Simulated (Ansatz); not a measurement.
A nudged elastic band was laid between two geometries of CH$_{7}$BO (10 atoms, charge 0, multiplicity 1).

Computed with RKS PBE-D4/6-31G* in Ansatz 0.2.0.

```json
{
 "movable images": "7",
 "climbing image": "yes",
 "spring": "5.0 eV/Å²",
 "optimiser": "quadratic models (default)",
 "start path": "through a guess of the saddle point",
 "force threshold": "0.05 eV/Å",
 "iteration limit": "60",
 "end points": "relaxed"
}
```

First end point:

```xyz
10
Properties=species:S:1:pos:R:3
B -0.150 -0.027 0.175
H -0.384 0.275 1.338
H 0.937 0.340 -0.231
C -1.380 0.059 -0.842
H -2.311 -0.424 -0.481
H -1.637 1.126 -0.987
H -1.155 -0.348 -1.845
O 0.152 -1.750 0.325
H -0.694 -2.118 0.660
H 0.781 -1.820 1.076
```

Last end point:

```xyz
10
Properties=species:S:1:pos:R:3
B 0.010 -0.431 -0.783
H 0.054 -0.751 3.235
H 0.996 0.130 -1.201
C -1.447 0.053 -1.145
H -2.266 -0.536 -0.689
H -1.581 1.110 -0.848
H -1.589 0.037 -2.242
O 0.276 -1.512 0.017
H -0.556 -1.929 0.324
H 0.263 -0.860 2.522
```

Task: What changes between the two ends?

Result: Bonds broken: B1–H2, O8–H10. Bonds formed: H2–H10. CH7BO becomes CH5BO + H2.

Task: What energy profile does the band end with?

Result: The run converged. The highest image is number 3 of 0 to 8, 17.2 kcal/mol above the first end and 38.8 kcal/mol above the last; the last end lies 21.6 kcal/mol below the first. The profile has 3 maxima (images 1, 3, 7) with wells between them (images 2, 5): this band takes more than one step, which may be the mechanism or a detour left from its start path. Neighbouring images differ by up to 1.6 eV, so the band resolves the path poorly. A vibrational analysis at the climbing image gives one clearly imaginary mode, 1175i cm⁻¹: a first-order saddle point. The orbitals stay closed-shell, which can raise the energy where a bond breaks towards radicals; this wasn't checked here.

| image | path coordinate (Å) | energy (kcal/mol) | B1–H2 (Å) | O8–H10 (Å) | H2–H10 (Å) |
| --- | --- | --- | --- | --- | --- |
| 0 | 0.00 | 0.0 | 1.22 | 0.98 | 2.41 |
| 1 | 2.45 | 0.8 | 1.22 | 0.99 | 2.42 |
| 2 | 4.90 | 0.6 | 1.21 | 0.98 | 2.96 |
| 3 | 7.35 | 17.2 | 1.36 | 1.29 | 1.03 |
| 4 | 8.77 | -19.2 | 2.69 | 2.42 | 0.75 |
| 5 | 10.20 | -21.5 | 3.77 | 2.65 | 0.75 |
| 6 | 11.62 | -21.2 | 4.05 | 2.58 | 0.75 |
| 7 | 13.04 | -21.0 | 3.90 | 2.65 | 0.75 |
| 8 | 14.46 | -21.6 | 4.03 | 2.59 | 0.75 |

Task: What is the geometry of the highest image?

Result: 
```xyz
10
Properties=species:S:1:pos:R:3:forces:R:3
B 0.041 -0.459 -0.119 0.00 -0.01 0.00
H 0.263 0.374 0.935 0.00 0.00 0.00
H 1.091 -0.483 -0.710 0.00 0.00 0.00
C -1.310 -0.035 -0.835 0.00 0.00 0.00
H -1.540 -0.746 -1.651 0.00 0.00 0.00
H -2.190 -0.006 -0.163 0.00 0.00 0.00
H -1.225 0.963 -1.300 0.00 0.00 0.00
O -0.069 -1.773 0.807 -0.01 0.00 0.00
H -1.028 -1.932 0.943 0.00 0.00 0.00
H 0.128 -0.590 1.282 0.00 0.01 0.00
```

Time of the run: 5.1 min on 1 thread of Arm Neoverse V2, on a shared host, peak memory 0.1 GiB.
